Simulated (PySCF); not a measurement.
Level of theory: PBE-D3(BJ)/def2-TZVP // PBE0-D3(BJ)/def2-TZVP (PySCF 2.14.0). All species are isolated molecules in the gas phase. Delta-SCF ions had no search for a lower state. 

Reference species (SMILES): `FB(F)F` (neutral, multiplicity 1).

```json
{
  "vertical ionisation energy (Delta-SCF)": "14.42 eV",
  "HOMO": "-9.99 eV"
}
```

Changed species: `FB(Cl)Cl` (2 of 3 F replaced by Cl; the reference has 0 of 3 F replaced by Cl).

Q: Predict the effect on the vertical ionisation energy (Delta-SCF) and HOMO.

A: the vertical ionisation energy (Delta-SCF) drops by 3.01 eV, to 11.41 eV; the HOMO rises by 2.04 eV, to -7.95 eV.
